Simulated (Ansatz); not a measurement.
# CHClSi+ (doublet): the correlation ladder, cc-pVDZ

Aim: climb from Hartree-Fock through coupled cluster for CHClSi+ (doublet) at one geometry and basis, and see what each rung misses.

The runs use Ansatz 0.2.0, Gaussian basis; cc-pVDZ, core rule «outside noble gas», up to 11 orbitals frozen.

The runs, in order: UHF; CCSD(T) on ROHF; CCSD(T) on UHF; BCCD(T) on ROHF; CISD; CCSDT(Q) on ROHF; CCSDT(Q) on UHF.

6 further runs of the same task are left out: 6 set aside as unsound or not needed.

## 1. What is computed

The geometry is a PBE0/def2-TZVP stationary point (not a proven minimum) of the parent state, kept for this charge and spin.

4 atoms, charge 1, spin multiplicity 2.

Atoms are counted from 1 here; the program's logs count them from 0.

Bond lengths: C1–Si2 1.812 Å, Si2–Cl3 2.036 Å, Si2–H4 1.488 Å. Angles: C1–Si2–Cl3 127.6°, C1–Si2–H4 126.8°, Cl3–Si2–H4 105.6°.

## 2. UHF

The input, in.yaml:

```yaml
crystal:
  periodic: [false, false, false]
  atoms:
    - {symbol: C, position_ang: [0.000000, -0.661351, 2.137401]}
    - {symbol: Si, position_ang: [0.000000, 0.410202, 0.676792]}
    - {symbol: Cl, position_ang: [0.000000, -0.154873, -1.279129]}
    - {symbol: H, position_ang: [0.000000, 1.898181, 0.663966]}
basis:
  gaussian: {orbitals: cc-pVDZ}
total_charge: 1
magnetization: {spin_polarized: true, initial_magnetization: 1}
hamiltonian: {xc: hf}
output: {orbitals: {seedname: orbitals}}
```

Run with:

```sh
> ansatz run in.yaml --threads 1 --pin off --events-out ev --progress --plain --max-ram 4096MiB --backend cpu
```

After this run come: CCSD(T) on ROHF; CCSD(T) on UHF; BCCD(T) on ROHF; CISD; CCSDT(Q) on ROHF; CCSDT(Q) on UHF.

Q: Predict the results of all the runs planned. Wanted: UCCSDT(Q) below the RHF energy; RMP2 from UCCSDT(Q); UMP2 from UCCSDT(Q); RCCSD from UCCSDT(Q); RCCSD(T) from UCCSDT(Q); UCCSD(T) from UCCSDT(Q); RCCSDT(Q) from UCCSDT(Q); T1 diagnostic.

As calculated:

| quantity | value |
| --- | --- |
| UCCSDT(Q) below the RHF energy | -9.3507 eV |
| RMP2 from UCCSDT(Q) | +38.88 kcal/mol |
| UMP2 from UCCSDT(Q) | +36.74 kcal/mol |
| RCCSD from UCCSDT(Q) | +8.36 kcal/mol |
| RCCSD(T) from UCCSDT(Q) | +1.79 kcal/mol |
| UCCSD(T) from UCCSDT(Q) | -0.04 kcal/mol |
| RCCSDT(Q) from UCCSDT(Q) | +0.10 kcal/mol |
| levels within 1 kcal/mol (43 meV) | UCCSD(T), RCCSDT, UCCSDT, RCCSDT(Q) |
| T1 diagnostic | 0.023 |

What this shows: RCCSD(T) lands +1.79 kcal/mol from the yardstick (0.8 % of the correlation energy). CCSD(T) misses by +1.79 kcal/mol on the restricted determinant and by -0.04 kcal/mol on the unrestricted one; the two need not hold the same state or core. These misses are within one basis, not against nature; the frozen cores of restricted and unrestricted runs differ, which can shift their rows.
